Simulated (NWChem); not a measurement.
System: phosphine (PH3); SMILES P

Here is an NWChem input.

```
start job
memory heap 200 mb stack 900 mb global 1100 mb
geometry units angstroms noautosym nocenter noautoz
  P      0.000000     0.000000     0.138041
  H      0.404904    -1.125274    -0.643619
  H     -1.176967     0.211980    -0.643619
  H      0.772064     0.913294    -0.643619
end
basis spherical
  * library def2-svp
end
dft
  xc xpbe96 cpbe96
  iterations 150
  vectors input atomic output neutral.movecs
end
task dft energy
charge 1
dft
  odft
  mult 2
  vectors input atomic output cation.movecs
end
task dft energy
```

Parts of the log:

```
             Northwest Computational Chemistry Package (NWChem) 7.3.0
             --------------------------------------------------------

                             Geometry "geometry" -> ""
                             -------------------------

 Output coordinates in angstroms (scale by  1.889725989 to convert to a.u.)

  No.       Tag          Charge          X              Y              Z
 ---- ---------------- ---------- -------------- -------------- --------------
    1 P                   15.0000     0.00000000     0.00000000     0.13804100
    2 H                    1.0000     0.40490400    -1.12527400    -0.64361900
    3 H                    1.0000    -1.17696700     0.21198000    -0.64361900
    4 H                    1.0000     0.77206400     0.91329400    -0.64361900

 Effective nuclear repulsion energy (a.u.)      17.4340134458

  pbe96 is a nonlocal functional; adding pw91lda local functional.

                                 NWChem DFT Module
                                 -----------------

 Summary of "ao basis" -> "ao basis" (spherical)
 ------------------------------------------------------------------------------
       Tag                 Description            Shells   Functions and Types
 ---------------- ------------------------------  ------  ---------------------
 P                          def2-svp                 8       18   4s3p1d
 H                          def2-svp                 3        5   2s1p

            General Information
            -------------------
          SCF calculation type: DFT
          Wavefunction type:  closed shell.
          No. of atoms     :     4
          No. of electrons :    18
           Alpha electrons :     9
            Beta electrons :     9
          Charge           :     0
          Spin multiplicity:     1
          Use of symmetry is: off; symmetry adaption is: off
          Maximum number of iterations: 150
          AO basis - number of functions:    33
                     number of shells:    17
          Convergence on energy requested:  1.00D-06
          Convergence on density requested:  1.00D-05
          Convergence on gradient requested:  5.00D-04

              XC Information
              --------------
          PerdewBurkeErnzerhof Exchange Functional  1.000
            Perdew 1991 LDA Correlation Functional  1.000 local
           PerdewBurkeErnz. Correlation Functional  1.000 non-local

             Grid Information
             ----------------
          Grid used for XC integration:  medium
          Radial quadrature: Mura-Knowles
          Angular quadrature: Lebedev.
          Tag              B.-S. Rad. Rad. Pts. Rad. Cut. Ang. Pts.
          ---              ---------- --------- --------- ---------
          P                   1.00       88           7.0       590
          H                   0.35       45           7.0       434
          Grid pruning is: on
          Number of quadrature shells:   223
          Spatial weights used:  Erf1

      Superposition of Atomic Density Guess
      -------------------------------------

 Sum of atomic energies:        -342.03549735

      Non-variational initial energy
      ------------------------------

 Total energy =    -342.230065
 1-e energy   =    -507.143573
 2-e energy   =     147.479494
 HOMO         =      -0.308450
 LUMO         =       0.106721

   convergence    iter        energy       DeltaE   RMS-Dens  Diis-err
 ---------------- ----- ----------------- --------- --------- ---------
 d= 0,ls=0.0,diis     1   -342.8494807294 -3.60D+02  1.00D-02  1.11D-01
 d= 0,ls=0.0,diis     2   -342.8589935638 -9.51D-03  4.64D-03  1.07D-02
 d= 0,ls=0.0,diis     3   -342.8608467055 -1.85D-03  1.18D-03  1.83D-03
 d= 0,ls=0.0,diis     4   -342.8612076790 -3.61D-04  3.83D-04  4.75D-05
 d= 0,ls=0.0,diis     5   -342.8612160377 -8.36D-06  8.25D-05  4.45D-06
 d= 0,ls=0.0,diis     6   -342.8612167664 -7.29D-07  2.31D-06  4.48D-09

         Total DFT energy =     -342.861216766422
      One electron energy =     -508.135146020349
           Coulomb energy =      171.970312990752
    Exchange-Corr. energy =      -24.130397182591
 Nuclear repulsion energy =       17.434013445767

 Numeric. integr. density =       17.999993462240

                       DFT Final Molecular Orbital Analysis
                       ------------------------------------

 Vector    7  Occ=2.000000D+00  E=-3.417294D-01
              MO Center=  1.1D-02, -3.4D-01, -3.3D-01, r^2= 1.8D+00
   Bfn.  Coefficient  Atom+Function         Bfn.  Coefficient  Atom+Function
  ----- ------------  ---------------      ----- ------------  ---------------
    19      0.365362  2 H  s                  9     -0.285221  1 P  py
    12     -0.243940  1 P  py                24     -0.232570  3 H  s
    20      0.181860  2 H  s                  6      0.163922  1 P  py
     8      0.156479  1 P  px                11      0.133831  1 P  px
    29     -0.132792  4 H  s                 25     -0.115762  3 H  s

 Vector    8  Occ=2.000000D+00  E=-3.417292D-01
              MO Center= -1.1D-02,  3.4D-01, -3.3D-01, r^2= 1.8D+00
   Bfn.  Coefficient  Atom+Function         Bfn.  Coefficient  Atom+Function
  ----- ------------  ---------------      ----- ------------  ---------------
    29      0.345216  4 H  s                 24     -0.287610  3 H  s
     8      0.285221  1 P  px                11      0.243941  1 P  px
    30      0.171832  4 H  s                  5     -0.163922  1 P  px
     9      0.156479  1 P  py                25     -0.143158  3 H  s
    12      0.133831  1 P  py                 6     -0.089931  1 P  py

 Vector    9  Occ=2.000000D+00  E=-2.407056D-01
              MO Center= -4.3D-07,  4.0D-07,  3.6D-01, r^2= 1.8D+00
   Bfn.  Coefficient  Atom+Function         Bfn.  Coefficient  Atom+Function
  ----- ------------  ---------------      ----- ------------  ---------------
    13      0.432373  1 P  pz                 4      0.410463  1 P  s
    10      0.362810  1 P  pz                 3      0.329026  1 P  s
     2      0.220470  1 P  s                  7     -0.207553  1 P  pz
    19     -0.144275  2 H  s                 24     -0.144276  3 H  s
    29     -0.144276  4 H  s                 20     -0.120598  2 H  s

 Vector   10  Occ=0.000000D+00  E= 1.085798D-02
              MO Center=  2.5D-02, -1.6D-01, -1.0D-01, r^2= 3.0D+00
   Bfn.  Coefficient  Atom+Function         Bfn.  Coefficient  Atom+Function
  ----- ------------  ---------------      ----- ------------  ---------------
    12      0.981558  1 P  py                20      0.972208  2 H  s
    25     -0.567925  3 H  s                 11     -0.464841  1 P  px
    30     -0.404271  4 H  s                 19      0.297750  2 H  s
     9      0.257964  1 P  py                24     -0.173935  3 H  s
     6     -0.153063  1 P  py                29     -0.123814  4 H  s

 Vector   11  Occ=0.000000D+00  E= 1.085812D-02
              MO Center= -2.5D-02,  1.6D-01, -1.0D-01, r^2= 3.0D+00
   Bfn.  Coefficient  Atom+Function         Bfn.  Coefficient  Atom+Function
  ----- ------------  ---------------      ----- ------------  ---------------
    11      0.981558  1 P  px                30     -0.889199  4 H  s
    25      0.794708  3 H  s                 12      0.464842  1 P  py
    29     -0.272328  4 H  s                  8      0.257964  1 P  px
    24      0.243390  3 H  s                  5     -0.153063  1 P  px
     9      0.122165  1 P  py                17     -0.095331  1 P  d  1

 Vector   12  Occ=0.000000D+00  E= 3.977149D-02
              MO Center= -3.0D-06,  1.0D-06, -7.1D-01, r^2= 4.1D+00
   Bfn.  Coefficient  Atom+Function         Bfn.  Coefficient  Atom+Function
  ----- ------------  ---------------      ----- ------------  ---------------
     4      1.580504  1 P  s                 20     -1.051501  2 H  s
    25     -1.051509  3 H  s                 30     -1.051503  4 H  s
    13     -1.028456  1 P  pz                 3      0.505849  1 P  s
     2      0.273244  1 P  s                 10     -0.197894  1 P  pz
     7      0.118229  1 P  pz                19     -0.077478  2 H  s

     Multipole analysis of the density
     ---------------------------------

     L   x y z        total         alpha         beta         nuclear
     -   - - -        -----         -----         ----         -------
     0   0 0 0     -0.000000     -9.000000     -9.000000     18.000000

     1   1 0 0      0.000001     -0.000000     -0.000000      0.000002
     1   0 1 0     -0.000002     -0.000001     -0.000001      0.000000
     1   0 0 1     -0.350336     -0.307220     -0.307220      0.264104

     2   2 0 0    -10.907521     -9.284229     -9.284229      7.660938
     2   1 1 0     -0.000002     -0.000001     -0.000001      0.000000
     2   1 0 1     -0.000001      0.000001      0.000001     -0.000002
     2   0 2 0    -10.907515     -9.284229     -9.284229      7.660944
     2   0 1 1      0.000002      0.000001      0.000001      0.000000
     2   0 0 2    -12.348324     -8.903466     -8.903466      5.458608

                                 NWChem DFT Module
                                 -----------------

            General Information
            -------------------
          SCF calculation type: DFT
          Wavefunction type:  spin polarized.
          No. of atoms     :     4
          No. of electrons :    17
           Alpha electrons :     9
            Beta electrons :     8
          Charge           :     1
          Spin multiplicity:     2
          Use of symmetry is: off; symmetry adaption is: off
          Maximum number of iterations: 150
          AO basis - number of functions:    33
                     number of shells:    17
          Convergence on energy requested:  1.00D-06
          Convergence on density requested:  1.00D-05
          Convergence on gradient requested:  5.00D-04

              XC Information
              --------------
          PerdewBurkeErnzerhof Exchange Functional  1.000
            Perdew 1991 LDA Correlation Functional  1.000 local
           PerdewBurkeErnz. Correlation Functional  1.000 non-local

             Grid Information
             ----------------
          Grid used for XC integration:  medium
          Radial quadrature: Mura-Knowles
          Angular quadrature: Lebedev.
          Tag              B.-S. Rad. Rad. Pts. Rad. Cut. Ang. Pts.
          ---              ---------- --------- --------- ---------
          P                   1.00       88           7.0       590
          H                   0.35       45           7.0       434
          Grid pruning is: on
          Number of quadrature shells:   223
          Spatial weights used:  Erf1

      Superposition of Atomic Density Guess
      -------------------------------------

 Sum of atomic energies:        -342.03549735

 Renormalizing density from      18.00 to     17

      Non-variational initial energy
      ------------------------------

 Total energy =    -329.986849
 1-e energy   =    -478.968930
 2-e energy   =     131.548067
 HOMO         =      -0.752725
 LUMO         =      -0.259978

   convergence    iter        energy       DeltaE   RMS-Dens  Diis-err
 ---------------- ----- ----------------- --------- --------- ---------
 d= 0,ls=0.0,diis     1   -342.3775662568 -3.60D+02  2.41D-02  3.07D-01
                                                     2.16D-02  3.26D-01
 d= 0,ls=0.0,diis     2   -342.4010939979 -2.35D-02  1.45D-02  1.23D-01
                                                     1.29D-02  1.14D-01
 d= 0,ls=0.0,diis     3   -342.4656277682 -6.45D-02  3.36D-03  1.42D-02
                                                     3.55D-03  1.27D-02
 d= 0,ls=0.0,diis     4   -342.4765155280 -1.09D-02  3.89D-04  2.25D-04
                                                     3.27D-04  1.78D-04
 d= 0,ls=0.0,diis     5   -342.4766709044 -1.55D-04  4.82D-05  1.74D-06
                                                     4.21D-05  2.02D-06
  Resetting Diis
 d= 0,ls=0.0,diis     6   -342.4766725681 -1.66D-06  4.75D-06  2.06D-08
                                                     2.00D-06  4.98D-09
 d= 0,ls=0.0,diis     7   -342.4766725823 -1.42D-08  1.02D-06  2.68D-10
                                                     6.86D-07  1.63D-10

         Total DFT energy =     -342.476672582301
      One electron energy =     -502.025747774995
           Coulomb energy =      165.955191449098
    Exchange-Corr. energy =      -23.840129702171
 Nuclear repulsion energy =       17.434013445767

 Numeric. integr. density =       16.999993480425

                    DFT Final Alpha Molecular Orbital Analysis
                    ------------------------------------------

 Vector    7  Occ=1.000000D+00  E=-6.431331D-01
              MO Center= -1.2D-01, -2.8D-01, -2.7D-01, r^2= 1.6D+00
   Bfn.  Coefficient  Atom+Function         Bfn.  Coefficient  Atom+Function
  ----- ------------  ---------------      ----- ------------  ---------------
    19      0.350703  2 H  s                 24     -0.292776  3 H  s
     9     -0.287844  1 P  py                 8      0.249584  1 P  px
    12     -0.228762  1 P  py                11      0.198355  1 P  px
     6      0.156335  1 P  py                 5     -0.135555  1 P  px
    20      0.095385  2 H  s                 25     -0.079630  3 H  s

 Vector    8  Occ=1.000000D+00  E=-6.431330D-01
              MO Center=  1.2D-01,  2.8D-01, -2.7D-01, r^2= 1.6D+00
   Bfn.  Coefficient  Atom+Function         Bfn.  Coefficient  Atom+Function
  ----- ------------  ---------------      ----- ------------  ---------------
    29      0.371513  4 H  s                  8      0.287844  1 P  px
     9      0.249584  1 P  py                24     -0.235922  3 H  s
    11      0.228762  1 P  px                12      0.198355  1 P  py
     5     -0.156335  1 P  px                 6     -0.135555  1 P  py
    19     -0.135591  2 H  s                 30      0.101045  4 H  s

 Vector    9  Occ=1.000000D+00  E=-5.994823D-01
              MO Center= -1.3D-06,  4.8D-07,  3.1D-01, r^2= 1.6D+00
   Bfn.  Coefficient  Atom+Function         Bfn.  Coefficient  Atom+Function
  ----- ------------  ---------------      ----- ------------  ---------------
    10      0.459153  1 P  pz                13      0.455959  1 P  pz
     3      0.364446  1 P  s                  7     -0.241833  1 P  pz
     2      0.191507  1 P  s                 19     -0.154930  2 H  s
    24     -0.154932  3 H  s                 29     -0.154931  4 H  s
     4      0.111151  1 P  s                  1      0.029090  1 P  s

 Vector   10  Occ=0.000000D+00  E=-2.869063D-01
              MO Center= -5.3D-02, -1.3D-01, -4.7D-02, r^2= 2.6D+00
   Bfn.  Coefficient  Atom+Function         Bfn.  Coefficient  Atom+Function
  ----- ------------  ---------------      ----- ------------  ---------------
    20      0.712846  2 H  s                 12      0.696171  1 P  py
    11     -0.593245  1 P  px                25     -0.589032  3 H  s
    19      0.353825  2 H  s                 24     -0.292370  3 H  s
     9      0.248142  1 P  py                 8     -0.211455  1 P  px
    15      0.152953  1 P  d -1               6     -0.131465  1 P  py

 Vector   11  Occ=0.000000D+00  E=-2.869062D-01
              MO Center=  5.3D-02,  1.3D-01, -4.7D-02, r^2= 2.6D+00
   Bfn.  Coefficient  Atom+Function         Bfn.  Coefficient  Atom+Function
  ----- ------------  ---------------      ----- ------------  ---------------
    30     -0.751641  4 H  s                 11      0.696171  1 P  px
    12      0.593246  1 P  py                25      0.483044  3 H  s
    29     -0.373081  4 H  s                 20      0.268594  2 H  s
     8      0.248142  1 P  px                24      0.239762  3 H  s
     9      0.211455  1 P  py                17     -0.152953  1 P  d  1

[...]
```

Level: PBE/def2-SVP, vertical spin-unrestricted ions. Geometry: optimised at PBE0/def2-SVP.
